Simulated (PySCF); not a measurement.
Unknowns

PySCF 2.14 calculation with σ from GIAO-PBE0/pcSseg-1, spin–spin couplings from B3LYP/pcJ-1 and GFN2-xTB geometry; averaged over atoms made equivalent by symmetry, fast rotation or ring inversion, single conformer, no solvent model, non-relativistic.

Shifts are taken against calculated references (same method and geometry level): TMS for ¹H, ¹³C. Multiplet labels drop J under 1 Hz and among equivalent protons, and merge close values. Unscaled 3J(H,H) run several per cent high. Splittings of carbon signals by F and P are missing where no couplings were computed. Where no couplings were computed, multiplicities follow the n + 1 count of equivalent neighbours, and m marks all less simple cases (inequivalent or close neighbours, rings, F or P nearby). Shifts are as computed. Against solution values, carbons near 30 ppm lie about +3 ppm off and those near 130 ppm about +5 ppm. Of 1211 compounds with measured shifts, 218 miss one by over three times the rms of a fit or turn the order of signals round; such compounds aren't used in these exercises.

(1) C5H13P. ¹H NMR (400 MHz, computed): δ 1.09 (m, 6H), 1.00 (m, 6H), 0.93 (m, 1H). ¹³C{¹H} NMR (computed): δ 41.2 (CH), 21.8 (CH3), 17.2 (CH3). Identify the compound.

(2) C3H6. ¹H NMR (300 MHz, computed): δ 0.26 (s, 6H). ¹³C{¹H} NMR (computed): δ -1.3. Give a structure.

Results:

(1) SMILES CC(C)P(C)C. 3 carbon signals for 5 carbons: some carbons are equivalent by symmetry or fast rotation. Carbon types of the structure: 1 × CH, 4 × CH3, which accounts for all hydrogens. δC 21.8: methyl carbon; saturated and bonded to C and H only. δH 1.09: hydrogen on a methyl carbon. δH 1.00: hydrogen on a methyl carbon bonded to P. δH 0.93: hydrogen on an sp3 CH bonded to P.

The shifts were computed for this structure.

(2) cyclopropane (C1CC1). The formula gives 1 degree of unsaturation (1 ring in the answer). 1 carbon signal for 3 carbons: some carbons are equivalent by symmetry or fast rotation. Carbon types of the structure: 3 × CH2, which accounts for all hydrogens. δC -1.3: three-membered-ring carbon; carbons of three-membered rings are unusually shielded. δH 0.26: hydrogen on a three-membered-ring carbon; cyclopropane-type protons are shielded by the ring.
